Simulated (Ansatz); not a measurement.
Two shapes of triplet NF3.

Shape 1:

```xyz
4

N    -0.3918   -0.0708    0.1889
F     0.2454   -1.1580   -0.1798
F     0.4891    0.5572    0.9330
F    -0.4241    0.6468   -0.9103
```

Shape 2:

```xyz
4

N     0.1311    0.3511   -0.2789
F    -0.9673    0.5782    0.4760
F     1.0414   -0.0412    0.6406
F    -0.1761   -0.8101   -0.8997
```

Basis set: def2-SVP (spherical functions). Left uncorrelated: 4 orbitals. Charge 0, multiplicity 3.

Computed with Ansatz (development build ahead of 0.2.0); each method stands on the lowest determinant of its kind that the runs found.

Task: Which shape is lower in energy, and by how much in each method?

Result:

```tsv
method	E(2) − E(1) (eV)
UHF	-0.638
UHF-MP2	-0.709
```

Shape 2 is lower. Caution: another spin multiplicity may lie lower; the determinant breaks the point group. Caution for UHF-MP2: MP2 forces lie far from those of the mean fields.
